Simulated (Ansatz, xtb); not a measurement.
## Ranking isomers of C4H7FO

4 gas-phase structures of C4H7FO, from a drawn sample of its isomers (lower ones may exist). Each was relaxed with GFN2-xTB; where two conformers were screened, the lower at r2SCAN-D4/def2-SVP is listed:

A. `C[C@@H](F)CC=O`, a singlet
B. `CC(C)(F)C=O`, a singlet
C. `C[C@@H](C=O)CF`, a singlet
D. `CC[C@@H](F)C=O`, a singlet

Q: Estimate their order in r2SCAN-D4/def2-SVP energy at these geometries, lowest first.

A: Calculated order at r2SCAN-D4/def2-SVP: B (0.0), A (3.1), D (5.3), C (5.7) kcal/mol. Less than 1 kcal/mol parts D and C, so the order within that pair means little.

Energies above the lowest of each column, in kcal/mol; the last columns are at B3LYP-D3(BJ)/def2-SVP geometries:

```
structure  GFN2-xTB  HF/STO-3G  r2SCAN-D4/def2-SVP  B3LYP-D3(BJ)/def2-SVP  CCSD(T)/def2-SVP + ΔMP2/def2-TZVPP
        B       0.0        0.0                 0.0                    0.0                                 0.0
        A       0.7        0.7                 3.1                    2.4                                 2.9
        D       3.1        2.4                 5.3                    4.3                                 5.1
        C       1.7        3.2                 5.7                    4.4                                 5.1
```

Every level run on B puts it lowest or level with the lowest. CCSD(T)/def2-SVP + ΔMP2/def2-TZVPP orders those it was run on as B (0.0), A (2.9), C (5.1), D (5.1) kcal/mol. Less than 1 kcal/mol parts C and D, so the order within that pair means little. Flexible structures stand in one conformer each, not always the lowest. ΔMP2 is the change of the MP2 energy from the smaller to the larger basis.

Over these structures GFN2-xTB departs from r2SCAN-D4/def2-SVP by 1.1 kcal/mol on average once a common shift is removed. A GFN2-xTB relaxation took about 0.084 s and the r2SCAN-D4/def2-SVP energy about 2.8 s on a shared host (Ansatz 0.2.0, xtb 6.7.1).
